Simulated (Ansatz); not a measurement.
## Reading a saddle point

A first-order saddle point of CH9NSi, singlet, PBE0-D4/def2-TZVP, with one imaginary mode of 1172i cm⁻¹:

Si1  (-0.994, 0.033, -0.449)
C2  (0.743, -1.078, 0.679)
H3  (-1.962, 0.942, -1.188)
H4  (-1.770, -0.242, 0.784)
H5  (-0.771, -1.012, -1.478)
H6  (0.817, 0.425, 0.238)
N7  (0.336, 1.347, -0.289)
H8  (1.025, -0.870, 1.721)
H9  (1.646, -1.404, 0.145)
H10  (0.084, -1.950, 0.718)
H11  (0.753, 1.657, -1.160)
H12  (0.093, 2.152, 0.279)
(Å)

Computed with Ansatz 0.2.0 (basis: def2-TZVPP and def2-QZVPP); correlated methods freeze the cores. Extrapolation: Hartree–Fock as exp(−7.88 √X), correlation as X^−2.97.

Question: Which contacts change along the imaginary mode, and what lies on either side? (A judgement: the text doesn't fix the answer.)

Answer: By the calculation: The step is CH₆Si ([CH3][SiH3]) + NH₃ → SiNH₅ ([NH2][SiH3]) + CH₄, with the molecules in contact on both sides. Shortening one way: Si1–N7, C2–H6; lengthening the same way: Si1–C2, H6–N7.
| pair | one side (Å) | saddle (Å) | other side (Å) |
| --- | --- | --- | --- |
| Si1–N7 | 3.39 | 1.88 | 1.72 |
| C2–H6 | 4.16 | 1.57 | 1.09 |
| Si1–C2 | 1.87 | 2.35 | 4.00 |
| H6–N7 | 1.01 | 1.17 | 2.79 |

Question: Which side is lower, and how far does the saddle lie above each? (An estimate is asked for; the value comes from the calculation.)

Answer: By the calculation: The side with Si1–N7, C2–H6 short is lower by 10.14 kcal/mol; the saddle lies 64.89 kcal/mol above it and 54.75 kcal/mol above the other (CCSD(T) at an estimated basis limit (MP2 extrapolated from triple and quadruple zeta, plus CCSD(T) − MP2 in triple zeta); electronic energies).

The T1 diagnostic stays at or below 0.011.

Labels in which every atom is bracketed show which atoms are joined, not bond orders.

For scale, one of the runs: CCSD(T)/def2-TZVPP, 230 basis functions (an equivalent command: `ansatz run in.yaml --threads 4`). Time: 65 s of wall clock on 4 CPU threads; the host was shared. Peak host memory: 3.9 GiB.
